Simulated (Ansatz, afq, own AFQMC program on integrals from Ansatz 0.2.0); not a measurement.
**Si2, triplet in 6-31G, levels against full CI**

| atom | x (Å) | y (Å) | z (Å) |
| --- | --- | --- | --- |
| Si | 0.0000 | 0.0000 | 0.0000 |
| Si | 0.0000 | 0.0000 | 2.2547 |

Basis 6-31G. Only valence electrons are correlated. Integrals, coupled cluster, full CI and functionals: Ansatz 0.2.0; the random walks run on the same integrals in our own AFQMC program. The CISD trial takes its coefficients from CCSD amplitudes. Released means that phaseless walkers are propagated on without the constraint, phases kept. ± is one standard error of the sampling.

Determinant: UHF, the one that the program's search chose, which needn't be the lowest solution. The geometry is a point of a scan.

Full CI on the same integrals is exact in this basis and with this determinant's frozen core.

Cautions: lower spins were not checked; an unrestricted solution with more broken spin lies lower (339 meV, ⟨S²⟩ 2.60).

The T1 diagnostic is 0.0230 and the weight of the determinant in the CISD state is 0.862. The ⟨S²⟩ of the determinant is 2.022 and the size of the correlated space is 8 electrons in 16 orbitals.

| level | correlation energy (eV) |
| --- | --- |
| MP2 | -2.4980 |
| CCSD | -2.9575 |
| CCSD(T) | -3.0774 |

(1) Estimate where phaseless AFQMC with the Hartree–Fock trial lies against CCSD(T) on the same integrals.

(1) 7.68 ± 0.83 mEh above CCSD(T).

Reference: full CI, correlation energy -3.147 eV. The released energy is read at 2.40 1/Eh (meV from the phaseless value at times in 1/Eh: -3 ± 5 at 0.24, -9 ± 4 at 0.51, -20 ± 3 at 0.99, -30 ± 3 at 1.62, -30 ± 8 at 2.40).

```tsv
level	E − E(reference) (mEh)	share of correlation (%)
CCSD(T)	2.54	97.80
CCSDT	1.51	98.69
CCSDT(Q)	0.32	99.72
CCSDTQ	0.18	99.84
ph-AFQMC/HF	10.22 ± 0.83	91.16
ph-AFQMC/CISD	1.80 ± 0.16	98.44
released AFQMC	0.70 ± 0.30	99.39
```

CCSDT and higher add their correlation energy to the determinant of the CCSD(T) run, since their own runs factorise the integrals more tightly (a shift of under 2 meV). A walk keeps the symmetry of its determinant, which the program's search chose and which needn't be the lowest solution, so a lower state of the same spin and another symmetry isn't excluded. Released energies are given only where the last usable release times agree within the noise; a slower fall can still hide under it.
